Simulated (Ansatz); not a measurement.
`CCCCCl` + H₂ → `CCCl` + ethane at 400 K and 1 bar (hydrogenolysis of a C–C bond).

Computed with Ansatz on PBE0-D4/def2-TZVP structures; ΔE is electronic, products minus reactants. CCSD(T)/CBS is the MP2 limit (def2-TZVPP, def2-QZVPP) plus CCSD(T) − MP2 in def2-TZVPP, frozen cores. This one scheme is used for every species. Each species was taken in one conformer, which may not be the lowest.

| species | CCSD(T)/CBS energy (Eh) | H − E (kJ/mol) | S (J/(mol·K)) |
| --- | --- | --- | --- |
| `CCCCCl` | -617.41886 | 356.4 | 370.3 |
| H₂ | -1.17544 | 38.0 | 139.0 |
| `CCCl` | -538.89655 | 195.0 | 294.4 |
| `CC` | -79.71954 | 213.5 | 244.3 |

H − E and S are ideal-gas, rigid-rotor, harmonic terms from PBE0-D4/def2-TZVP, for one conformer and one mirror image of each species. The MP2-based limit puts H₂ 0.8 mEh under its directly extrapolated value; such offsets cancel only in part. 1 Eh = 2625.50 kJ/mol, R = 8.31446 J/(mol·K).

Problem. By hand: ΔE, ΔH, ΔS and ΔG.

Solution. ΔE = (-538.89655) + (-79.71954) − (-617.41886) − (-1.17544) = -0.02179 Eh = -57.2 kJ/mol. Δ(H − E) = 195.0 + 213.5 − 356.4 − 38.0 = 14.1, so ΔH = -43.1 kJ/mol. ΔS = 294.4 + 244.3 − 370.3 − 139.0 = 29.4 J/(mol·K). ΔG = -43.1 − 400 × (29.4)/1000 = -54.9 kJ/mol.

Problem. By hand: the equilibrium constant, and the temperature at which ΔG would vanish if ΔH and ΔS stayed fixed.

Solution. log₁₀ K = −ΔG/(RT ln 10) = 7.2. ΔH and −TΔS have one sign here, so there is no such temperature.

ΔH outweighs TΔS. A doubt of 5 kJ/mol in ΔE shifts log₁₀ K by 0.7 here. Other conformers and mirror images would add mixing entropy, several J/(mol·K) or more a flexible species. These are equilibria of isolated gas molecules and say nothing of rates. Largest T1 diagnostic: 0.009 (customary marks: 0.02 for closed shells, 0.045 for open ones).
